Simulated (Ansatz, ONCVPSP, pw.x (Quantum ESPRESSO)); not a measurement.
# From atom to crystal: ONCV potential for Al (Z = 13)

| Property | Result |
| --- | --- |
| Element | aluminium (Al) |
| Generator | ONCVPSP 4.0.1.1 (patched build) |
| Type | optimised norm-conserving Vanderbilt (ONCV) |
| Functional | LDA (Perdew-Wang 92) |
| Relativity | scalar-relativistic |
| Frozen core | [Ne] |
| Valence charge | 3 |
| Reference configuration | 3s2 3p1 |
| Partial waves | 3s: rc 2.25 bohr, ncon 4, nbas 7, qcut 3.7 1/bohr, 2 projectors, debl 2.3 Ha; 3p: rc 2.75 bohr, ncon 3, nbas 7, qcut 3.4 1/bohr, 2 projectors, debl 2.7 Ha; d scattering state at 0.12 Ha: rc 2.85 bohr, ncon 3, nbas 6, qcut 2.9 1/bohr, 3 projectors, debl 1 Ha |
| Local potential | polynomial inside 2.15 bohr (lpopt 3, dvloc0 3 Ha) |
| Core correction | none |

Crystal test: fcc Al in pw.x 7.5, no spin, 14³ k-points, Fermi–Dirac smearing 0.01 Ry, cutoffs 35/140 Ry. The reference is all-electron LAPW (Ansatz 0.2.0) with the same functional, mesh and smearing; V0 and B0 come from Birch–Murnaghan fits to the pressures at five volumes. Errors are pseudo minus all-electron; Δ is the rms difference of the E(V) curves that follow from these fits, minima aligned, over ±6 % about the mean V0. Mesh and smearing are coarse, so the numbers serve the comparison and aren't converged zero-temperature values; the lattice is a test structure that the element need not adopt.

```tsv
V (Å³/atom)	P all-electron (GPa)	P pseudo (GPa)
15.050	4.50	3.46
15.446	1.97	1.10
15.842	-0.23	-0.96
16.238	-2.14	-2.74
16.634	-3.79	-4.29
```

All-electron: a0 = 3.983 Å (V0 = 15.80 Å³/atom), B0 = 82.8 GPa.

Pseudopotential: mean pressure error (GPa): -0.75; a0 (Å): 3.971; a0 error (%): -0.31; B0 error (%): -2.4; Δ (meV/atom): 2.7. The largest radius (2.85 bohr) exceeds half the bond length (2.66 bohr), so the spheres overlap, which is one possible source of error among others.

Q: At the middle volume, how do free energy and pressure move when the wave cutoff is lowered (ecutrho kept at four times it)?

A:

| cutoff (Ry) | shift of F (meV/atom) | shift of P (GPa) |
| --- | --- | --- |
| 16 | +7.7 | +0.13 |
| 21 | +6.5 | +0.09 |
| 28 | +1.7 | -0.07 |

The run at the middle volume (104 k-points, 6 iterations) took about 4 s on one core of a shared host (Neoverse-V2, 32 threads, 247 GiB, load 17).
